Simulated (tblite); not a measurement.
Question: Write Cartesian coordinates for `CC1=NSC=[C]1` [radical] as optimised with GFN2-xTB. (Doublet state.)

Answer: 
```
atom  x, y, z in Å
C1    -1.672    0.183    0.223
C2    -0.218   -0.108    0.282
C3     0.814    0.819    0.506
C4     2.048    0.301    0.512
S5     1.887   -1.408    0.224
N6     0.244   -1.322    0.119
H7    -2.222   -0.731    0.019
H8    -1.873    0.912   -0.561
H9    -2.006    0.604    1.171
H10    3.005    0.753    0.656
```

Any rigid rotation of these coordinates is as good. Atoms count from 1 in this order. C4 (carbon bonded to C, S and H) is planar (angles 131.5°, 121.4° and 107.1°, sum 360.0°, 0.00 Å off the plane of its three neighbours). C3 (carbon bonded to 2 C) is bent (angle 115.0°). The 6 heavy atoms lie in one plane (0.000 Å rms). The 5-membered ring C2–C3–C4–S5–N6 has internal angles of 92.9° to 115.0°; it is planar, 0.00 Å rms from its mean plane, widest ring torsion 0°.

Bonds between heavy atoms (Å): C1–C2 1.484, C2–C3 1.405, C3–C4 1.339, C4–S5 1.741, S5–N6 1.649, C2–N6 1.309.

Structure optimised with GFN2-xTB, isolated species. This method treats the open shell by occupation alone, without spin polarisation.

Point group: Cs (tolerance 0.08 Å). Its GFN2-xTB frequencies are all real (lowest 82 cm⁻¹). 2 starts were optimised and ended at 0.00 and 0.44 kcal/mol (GFN2-xTB); the lowest of these is shown.

All values are computed, not measured.
